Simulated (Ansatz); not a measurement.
# W (bcc): energy against volume

Method: DFT, PBE, plane waves (420 eV) with PAW, scalar-relativistic in Ansatz.

The cell is scaled uniformly from the relaxed one, with fractional coordinates and shape fixed. Energies are extrapolated to zero smearing, pressures are those at the given smearing. Magnetic state: spin not included.

A Birch-Murnaghan fit gives V₀ = 16.13 Å³/atom, B₀ = 303 GPa, B₀′ = 4.2.

Question: What are the energy above the minimum and the pressure at 15.499 Å³/atom?

Answer: 25.1 meV/atom and 13.23 GPa as computed.

Question: What are the energy above the minimum and the pressure at 17.436 Å³/atom?

Answer: 87.2 meV/atom and -19.96 GPa as computed.

Question: What are the energy above the minimum and the pressure at 18.082 Å³/atom?

Answer: 182.8 meV/atom and -27.11 GPa as computed.
